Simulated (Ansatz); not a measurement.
# BFH₅N, SMILES [NH3+][BH2-]F: a ladder of basis sets

Program: Ansatz 0.2.0 through its Python package.

Run as a notebook:

**Cell 1**
```python
import ansatz as az
```

**Cell 2**
```python
LEVEL = 'mp2'
```

**Cell 3**
```python
geometry_ang = [
    ('N', (0.7898, 0.0854, 0.0836)),
    ('B', (-0.7225, -0.1309, -0.0517)),
    ('F', (-1.3296, 1.0279, -0.6892)),
    ('H', (1.2203, -0.7493, 0.5417)),
    ('H', (1.21, 0.217, -0.864)),
    ('H', (0.9706, 0.9335, 0.6666)),
    ('H', (-1.2056, -0.2841, 1.0276)),
    ('H', (-0.933, -1.0996, -0.7144)),
]
geometry = az.Crystal.molecule()
for symbol, xyz in geometry_ang:
    geometry = geometry.atom(symbol, xyz)
```

**Cell 4**
```python
job = geometry.calculation().correlation(LEVEL)
```

**Cell 5**
```python
energies = {}
for basis in ['cc-pVDZ', 'cc-pVTZ']:
    report = job.basis(gaussian=basis).run(threads=1).report
    size = report['n_frozen'] + report['n_occupied'][0] + report['n_virtual'][0]
    energies[basis] = (report['reference_energy_ev'] / 27.211386246, report['free_energy_ev'] / 27.211386246)
    print(f'{basis:14s} {size:4d} orbitals  reference {energies[basis][0]:14.6f} Ha  total {energies[basis][1]:14.6f} Ha')
```
Output:
```text
cc-pVDZ          67 orbitals  reference    -181.535565 Ha  total    -182.012069 Ha
cc-pVTZ         160 orbitals  reference    -181.600136 Ha  total    -182.210275 Ha
```

**Cell 6**
```python
# two-point extrapolation: the basis-set error of the correlation energy falls as X^-3
small, large = (energies[b][1] - energies[b][0] for b in ('cc-pVDZ', 'cc-pVTZ'))
limit = (3 ** 3 * large - 2 ** 3 * small) / (3 ** 3 - 2 ** 3)
print(f'correlation energy: {small:.6f} and {large:.6f} Ha, extrapolated {limit:.6f} Ha')
print(f'share caught by the larger set: {100 * large / limit:.1f} %')
```
Output:
```text
correlation energy: -0.476503 and -0.610139 Ha, extrapolated -0.666407 Ha
share caught by the larger set: 91.6 %
```

Against cc-pVDZ: cc-pVTZ -198.2 mHa. The last step alone is -198.21 mHa.

The drop along the ladder measures the basis error, and is no property of the molecule. The geometry is a force-field or estimated start, not a minimum of this method, and the last set is no limit. Much of the fall in a total is atomic energy, which cancels in bond and reaction energies. Inner cores stay frozen, so this is valence correlation. An extrapolation from small basis sets is rough. It ran for 2.9 s on 1 thread of Arm Neoverse V1, on a shared host, peak memory 0.29 GiB.
